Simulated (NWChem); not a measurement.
System: BeH cation; SMILES [BeH+]

All runs: NWChem. The level has its own optimisation; frequencies are unscaled.

Problem. Predict the results for BP86/def2-TZVP. Quantities: r Be–H (Å); highest harmonic frequency (cm⁻¹); zero-point energy (kcal/mol).

Solution. 
```
Quantity                           Value
---------------------------------  -----
r Be–H (Å)                         1.333
highest harmonic frequency (cm⁻¹)   2128
zero-point energy (kcal/mol)         3.0
```
